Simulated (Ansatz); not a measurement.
Conformers of `O=C(O)CCO`, each relaxed with PBE0-D4/def2-TZVP in Ansatz. CBS adds the triple-zeta coupled-cluster correction to the MP2 limit.

Not all of them had a frequency check.

Conformer A:

```xyz
12

O    -1.205    1.543   -0.699
C    -0.247    0.847   -0.895
O     0.134    0.465   -2.124
C     0.656    0.314    0.182
C    -0.139   -0.475    1.211
O    -0.758   -1.613    0.656
H    -0.505    0.849   -2.742
H     1.121    1.174    0.673
H     1.450   -0.295   -0.254
H     0.517   -0.743    2.049
H    -0.946    0.149    1.598
H    -0.077   -2.215    0.346
```

Conformer B:

```xyz
12

O     0.549    0.795   -1.644
C    -0.372    0.810   -0.873
O    -1.270    1.807   -0.838
C    -0.694   -0.273    0.120
C     0.543   -1.010    0.569
O     1.280   -0.142    1.407
H    -1.008    2.438   -1.524
H    -1.220    0.156    0.974
H    -1.387   -0.963   -0.373
H     1.124   -1.303   -0.311
H     0.250   -1.918    1.112
H     2.204   -0.396    1.381
```

Task: Which is lowest in electronic energy at CCSD(T)/CBS (frozen core, def2 sets), and by how much? (Estimate.)

Result: Computed: B; A lies 3.4 kJ/mol higher.

Task: Give the energies relative to B (kJ/mol) with B3LYP-D4/def2-TZVPP, ωB97M-V/def2-TZVPP, r2SCAN/def2-TZVPP, PBE0/def2-TZVPP, MP2/def2-TZVPP, MP2/def2-QZVPP, CCSD/CBS(def2). (An estimate is asked.)

Result: Ansatz gave: 
```
              level    A
B3LYP-D4/def2-TZVPP  2.6
 ωB97M-V/def2-TZVPP  3.3
  r2SCAN/def2-TZVPP  2.5
    PBE0/def2-TZVPP  2.9
     MP2/def2-TZVPP  2.6
     MP2/def2-QZVPP  3.0
     CCSD/CBS(def2)  3.8
```

B3LYP here is the variant with VWN-RPA as its local correlation; programs differ in this.
